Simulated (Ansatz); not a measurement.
# CsCl-type TlCl

Level of theory: LDA (PAW; Ansatz, an electronic-structure program).

Numerical settings: plane-wave cutoff 520 eV, 10×10×10 k mesh, Fermi–Dirac smearing 0.01 eV, scalar-relativistic PAW data made under PBE.

Cell (relaxed at this level):

```xyz
2
Lattice="3.6939 0.0000 0.0000 0.0000 3.6939 0.0000 0.0000 0.0000 3.6939" Properties=species:S:1:pos:R:3 pbc="T T T"
Tl     0.0000     0.0000     0.0000
Cl     1.8469     1.8469     1.8469
```

```
Property                                       Value
------------------------------------------  --------
bulk modulus B0                             37.6 GPa
band gap                                     1.57 eV
Γ–Γ gap                                      9.35 eV
pressure derivative B′ of the bulk modulus       5.1
```

Spin–orbit coupling is not included; with these elements it can move the gap by several tenths of an eV or more.

The computed numbers hold no vibrational or temperature effects.

Cost on a shared machine: very roughly 30 core-seconds.
